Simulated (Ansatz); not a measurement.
# C3H4FN: how energies converge with the basis set

An exercise on one series of results from a longer session: the logs are not shown, and one member is left open.

Method: one geometry, several basis sets; program: Ansatz 0.2.0, Gaussian basis.

The runs, in order: PBE0-D4/def2-SVP; ωB97M-V/def2-SVP; PBE0-D4/def2-QZVPP; ωB97M-V/def2-QZVPP; the functionals' def2-TZVPP values are taken from earlier runs.

## Structure used throughout

An earlier PBE0-D4 in a triple-zeta def2 set relaxation fixed the geometry.

SMILES `C=CC(=N)F`, 9 atoms, charge 0, spin multiplicity 1.

Atoms are counted from 1 here; the program's logs count them from 0.

Bond lengths: C1–C2 1.328 Å, C1–H6 1.083 Å, C1–H7 1.083 Å, C2–C3 1.457 Å, C2–H8 1.083 Å, C3–N4 1.251 Å, C3–F5 1.351 Å, N4–H9 1.018 Å. Angles: C2–C1–H6 120.9°, C2–C1–H7 121.5°, H6–C1–H7 117.6°, C1–C2–C3 123.8°, C1–C2–H8 122.2°, C3–C2–H8 114.0°, C2–C3–N4 124.1°, C2–C3–F5 113.6°, N4–C3–F5 122.3°, C3–N4–H9 111.6°.

Set-up of the first run:

in.yaml

```yaml
crystal:
  periodic: [false, false, false]
  atoms:
    - {symbol: C, position_ang: [-0.024521, 0.153177, -1.566070]}
    - {symbol: C, position_ang: [0.150071, -0.509522, -0.429004]}
    - {symbol: C, position_ang: [-0.019979, 0.085261, 0.889933]}
    - {symbol: N, position_ang: [0.143416, -0.534126, 1.965060]}
    - {symbol: F, position_ang: [-0.376043, 1.387941, 0.854833]}
    - {symbol: H, position_ang: [0.114720, -0.336239, -2.521989]}
    - {symbol: H, position_ang: [-0.310015, 1.197957, -1.573280]}
    - {symbol: H, position_ang: [0.435472, -1.554238, -0.408645]}
    - {symbol: H, position_ang: [-0.024522, 0.063390, 2.771964]}
basis:
  gaussian: {orbitals: def2-SVP}
hamiltonian: {xc: pbe0, dispersion: d4}
output: {orbitals: {seedname: orbitals}}
```

Steps of the session up to this table: PBE0-D4 in def2-SVP; ωB97M-V in def2-SVP; PBE0-D4 in def2-QZVPP; ωB97M-V in def2-QZVPP.

One of the session's tables, all rows but one given; the rest of the session is left out.

It belongs to the step «Functionals by basis». 

| functional | basis | HOMO (eV) |
| --- | --- | --- |
| PBE0-D4 | def2-SVP | -7.98 |
| PBE0-D4 | def2-TZVPP | -8.10 |
| PBE0-D4 | def2-QZVPP | -8.13 |
| ωB97M-V | def2-SVP | ? |
| ωB97M-V | def2-TZVPP | -10.27 |
| ωB97M-V | def2-QZVPP | -10.30 |

Q: Estimate the row for ωB97M-V, def2-SVP from the others.

**Answer.** HOMO (eV): -10.14. In the column «HOMO (eV)» it lies between ωB97M-V, def2-TZVPP (-10.27) and PBE0-D4, def2-QZVPP (-8.13).
